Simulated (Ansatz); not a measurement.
C₂H₅FS (`CC(F)S`) at its PBE0-D4/def2-TZVP geometry, where that method's forces vanish. Charge 0, multiplicity 1.

```xyz
9

C    -0.7518    0.2237    0.5080
C     0.0912   -0.2808   -0.6333
F     0.1377    0.6947   -1.6135
S     1.7495   -0.7946   -0.1579
H    -0.8604   -0.5482    1.2699
H    -0.2895    1.1035    0.9604
H    -1.7408    0.5039    0.1390
H    -0.3486   -1.1719   -1.0917
H     2.0126    0.2697    0.6190
```

(1) What forces (eV/Å) does ωB97M-V/def2-TZVPP give on these atoms in Ansatz? (An estimate is asked.)

Answers

(1) The calculation gave: 
```
C1  -0.134  0.073  0.131
C2  -0.027 -0.315  0.031
F3   0.020  0.165 -0.143
S4   0.071  0.084  0.062
H5   0.011  0.057 -0.058
H6  -0.018 -0.065 -0.037
H7   0.082 -0.023  0.030
H8   0.022  0.096  0.041
H9  -0.027 -0.072 -0.057
```
